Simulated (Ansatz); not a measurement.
Ansatz (a first-principles code) input for C2H7N, SMILES CNC, PBE0/def2-SVPD. The structure is a stationary point at B3LYP-D3(BJ)/def2-TZVP.

Ansatz 0.2 input:
```yaml
crystal:
  periodic: [false, false, false]
  atoms:
    - {symbol: C, position_ang: [0.02005247, -0.22226469, 1.21213442]}
    - {symbol: N, position_ang: [-0.14698571, 0.56195444, -0.00000000]}
    - {symbol: C, position_ang: [0.02005247, -0.22226470, -1.21213441]}
    - {symbol: H, position_ang: [0.97907017, -0.76425998, 1.26490026]}
    - {symbol: H, position_ang: [-0.77969569, -0.96414465, 1.27716156]}
    - {symbol: H, position_ang: [-0.05689182, 0.42633543, 2.08565987]}
    - {symbol: H, position_ang: [0.50330506, 1.33763367, -0.00000000]}
    - {symbol: H, position_ang: [0.97907017, -0.76425999, -1.26490026]}
    - {symbol: H, position_ang: [-0.05689182, 0.42633543, -2.08565988]}
    - {symbol: H, position_ang: [-0.77969569, -0.96414466, -1.27716155]}
basis:
  gaussian:
    orbitals: def2-SVPD
hamiltonian:
  xc: {name: PBE0}
```

Program output:

```
WARN ansatz: RAYON_NUM_THREADS=1 ignored (pool sized by the plan → 1); use --threads N
Functional definition: PBE0
integrals: 0.03 GiB planned
961 factors; their error is unknown
mean field: 0.37 GiB planned
mean field evaluation 1: about -3665.6816 eV, gradient 4.7e1 eV
mean field evaluation 2: about -3662.6617 eV, gradient 5.9e1 eV
mean field evaluation 4: about -3671.0715 eV, gradient 2.3e0 eV
mean field evaluation 8: about -3671.0492 eV, gradient 2.9e-2 eV
mean field -3671.04921148 eV, -134.9085701954 hartree, gradient 2.4e-5 eV, S^2 0.000000; 0 other end points of the search recorded, 0 dependent functions left out
reference -3671.04923771 eV, -134.9085711592 hartree; 13, 13 occupied and 103, 103 virtual orbitals, 961 factors
Total energy: -3671.04923771 eV, -134.9085711592 hartree
```

Self-consistency was reached.

Cost: about 1.6 core-seconds (a rough figure).
